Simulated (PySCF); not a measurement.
## Adding and removing an electron: NaLi

revPBE; basis Na aug-pcseg-1, Li aug-pcseg-1; no relativity; PySCF 2.14. Neutral (UKS): singlet (closed shell), Re = 2.972 Å, ωe = 239 cm⁻¹, De = 0.77 eV, HOMO -3.11 eV, LUMO -1.77 eV.

NaLi⁺ (UKS): doublet (σ ↑), Re = 3.449 Å, ωe = 166 cm⁻¹, De = 0.98 eV to Na⁺ + Li. The energies at the minima are -169.74409 hartree for NaLi and -169.55752 for NaLi⁺.

Task: Work out the adiabatic ionisation energy, without and with harmonic zero-point energies (1 hartree = 27.2114 eV, 1 eV = 8065.5 cm⁻¹), and the change of the bond length.

Result: At revPBE: 0.18657 hartree = 5.077 eV between the minima; the zero-point term (166.0 − 239.0)/2 cm⁻¹ = -0.005 eV makes it 5.072 eV. Re changes by +47.7 pm against the neutral. Minus the HOMO energy is 3.11 eV, -1.97 eV from the value between the minima; self-interaction puts the Kohn–Sham level too high, less so with exact exchange. The electron leaves a σ orbital, and the longer bond of the ion fits a bonding orbital, or a change in how ionic the bond is.

Closed-shell solutions of metal pairs were not tested for spin polarisation, which can lower them a little. For an ion De counts to the pair picked by the measured ionisation energies or electron affinities, which need not be the lowest pair at this level. States were picked by a PBE0 search and need not be the measured ground states.
